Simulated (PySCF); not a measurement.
CHO, SMILES [CH]=O (connectivity only; charge and spin as stated), charge +1, multiplicity 1. Geometry: r2SCAN-D4/def2-TZVPD. The isomer is the one that the SMILES or the coordinates give; other isomers of the formula were not compared.

TDDFT-PBE/def2-TZVPD run with PySCF puts the lowest singlet excitations at 9.74, 10.09, 10.09, 11.25, 11.25, 13.69 eV.

Problem. What are the lowest excitation roots from ADC(2)/aug-cc-pVDZ run with PySCF? (Estimate from the structure and the level; the computed values follow.)

Solution. 10.10, 10.50, 10.50, 11.50, 11.50, 14.41 eV. S1 differs by 0.36 eV (second minus first; roots are paired by order, and the bases may differ).
